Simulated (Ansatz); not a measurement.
# CH₂Al (quartet): from Hartree-Fock to the top rungs, def2-QZVPP

An exercise on one series of results from a longer session: the logs are not shown, and one member is left open.

Program: Ansatz 0.2.0, Gaussian basis. Level of theory: def2-QZVPP, core rule «outside noble gas», up to 6 orbitals frozen. These are calculated values, not measurements.

The runs, in order: UHF; ROHF; CCSD(T) on UHF.

## The system

The geometry is a PBE0/def2-TZVP stationary point (not a proven minimum).

4 atoms, charge 0, spin multiplicity 4.

Atoms are counted from 1 here; the program's logs count them from 0.

Bond lengths: Al1–C2 1.923 Å, Al1–H3 1.613 Å, C2–H4 1.088 Å. Angles: C2–Al1–H3 117.5°, Al1–C2–H4 152.8°.

Set-up of the first run:

Input file in.yaml:

```yaml
crystal:
  periodic: [false, false, false]
  atoms:
    - {symbol: Al, position_ang: [0.000000, -0.074388, 0.613390]}
    - {symbol: C, position_ang: [0.000000, 0.010117, -1.308029]}
    - {symbol: H, position_ang: [0.000000, 1.321704, 1.420502]}
    - {symbol: H, position_ang: [0.000000, 0.549036, -2.253748]}
basis:
  gaussian: {orbitals: "def2-QZVPP.json"}
magnetization: {spin_polarized: true, initial_magnetization: 3}
hamiltonian: {xc: hf}
output: {orbitals: {seedname: orbitals}}
```

The run is started by

```
ansatz run in.yaml --threads 1 --pin off --events-out ev --progress --plain --max-ram 2393MiB
```

Among the steps run: UHF; ROHF; CCSD(T) on UHF.

One of the session's tables, all rows but one given; the rest of the session is left out.

It belongs to the step «Misses and costs». 

| method | from UCCSD(T) (meV) |
| --- | --- |
| ROHF | +5882.7 |
| UHF | +5674.5 |
| UMP2 | ? |
| UCCSD | +187.1 |
| UCCSD(T) | 0 |

**Question.** Estimate the row for UMP2.

The run gave: from UCCSD(T) (meV): +926.6. In the column «from UCCSD(T) (meV)» it lies between UCCSD (+187.1) and UHF (+5674.5).
